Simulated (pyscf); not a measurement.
silyl (SiH₃•) + germane (GeH₄) -> •H₂Si–GeH₃ + hydrogen (H₂) (four-centre exchange; doublet surface; H–Si, Ge–H broken, Ge–Si, H–H formed). Single points on ωB97X-D3(BJ)/def2-SVP structures (PySCF, gas phase). Energies in kcal/mol from the separated reactants.

```json
[
 {"level": "ωB97X-D3(BJ)/def2-TZVP", "barrier": "52.2", "reaction energy": "-5.4"},
 {"level": "PBE/def2-TZVP", "barrier": "…", "reaction energy": "…"},
 {"level": "B3LYP-D3(BJ)/def2-TZVP", "barrier": "48.2", "reaction energy": "-1.8"},
 {"level": "PBE0-D3(BJ)/def2-TZVP", "barrier": "…", "reaction energy": "-3.0"},
 {"level": "ωB97M-D3(BJ)/def2-TZVP", "barrier": "48.5", "reaction energy": "-0.3"},
 {"level": "HF/def2-TZVP", "barrier": "63.1", "reaction energy": "+5.6"}
]
```

### Question
Complete the blanks.

### Answer

- PBE/def2-TZVP, barrier: 47.4
- PBE/def2-TZVP, reaction energy: -3.1
- PBE0-D3(BJ)/def2-TZVP, barrier: 51.2

The functionals in the table span 4.8 kcal/mol in this barrier, from PBE to ωB97X-D3(BJ)/def2-TZVP. •H₂Si–GeH₃ lies 8.4 kcal/mol over its isomer H₃Si–GeH₂• (electronic energy, ωB97M-D3(BJ)/def2-TZVP). This is the saddle that the search found; another between the same sides may lie lower. Elements up to Kr have no core potential and no relativistic terms here.
